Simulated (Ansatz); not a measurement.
# Mg₂H₂O (SMILES [OH][Mg][MgH]): functionals against CCSD(T) at one geometry

An exercise on one series of results from a longer session: the logs are not shown, and one member is left open.

Method: single points in def2-TZVPP; program: Ansatz 0.2.0, Gaussian basis.

Cores are frozen in the correlated methods. The outer core shell of Li, Na, Mg and K is correlated.

## The system as given

SMILES `[OH][Mg][MgH]`, 5 atoms, charge 0, spin multiplicity 1.

Atoms are counted from 1 here; the program's logs count them from 0.

Bond lengths: O1–Mg2 1.639 Å, O1–H4 1.018 Å, Mg2–Mg3 2.557 Å, Mg3–H5 1.640 Å. Angles: Mg2–O1–H4 176.6°, O1–Mg2–Mg3 136.1°, Mg2–Mg3–H5 170.1°.

As a file:

```xyz
5
H2Mg2O
O    -1.9201   -0.2906   -0.4421
Mg   -0.4437   -0.7387    0.1094
Mg    1.8338    0.3865    0.3980
H    -2.8600   -0.0630   -0.7595
H     3.3589    0.8828    0.7427
```

The first run:

run/in.yaml reads:

```yaml
crystal:
  periodic: [false, false, false]
  atoms:
    - {symbol: O, position_ang: [-1.920100, -0.290600, -0.442100]}
    - {symbol: Mg, position_ang: [-0.443700, -0.738700, 0.109400]}
    - {symbol: Mg, position_ang: [1.833800, 0.386500, 0.398000]}
    - {symbol: H, position_ang: [-2.860000, -0.063000, -0.759500]}
    - {symbol: H, position_ang: [3.358900, 0.882800, 0.742700]}
basis:
  gaussian: {orbitals: def2-TZVPP}
correlation: {method: ccsd_t}
output: {forces: true}
```

The command line of these runs was not kept.

Steps of the session up to this table: CCSD(T)/def2-TZVPP; PBE0-D4/def2-TZVPP; wB97M-V/def2-TZVPP; r2SCAN-D4/def2-TZVPP; PBE-D4/def2-TZVPP; CAM-B3LYP-D4/def2-TZVPP; SPW92/def2-TZVPP.

One of the session's tables, all rows but one given; the rest of the session is left out.

```
      method  RMS force component (eV/Å)  angle to CCSD(T) forces (°)  dipole (D)
     CCSD(T)                       2.215                    reference        1.75
     PBE0-D4                           ?                            ?           ?
     wB97M-V                       2.256                          1.8        1.73
   r2SCAN-D4                       2.196                          1.4        1.71
      PBE-D4                       2.141                          4.4        1.49
CAM-B3LYP-D4                       2.188                          0.5        1.74
       SPW92                       1.942                          3.1        1.41
```

**Question.** Estimate the row for PBE0-D4.

As computed: RMS force component (eV/Å): 2.229; angle to CCSD(T) forces (°): 1.3; dipole (D): 1.67. In the column «RMS force component (eV/Å)» it lies between CCSD(T) (2.215) and wB97M-V (2.256).
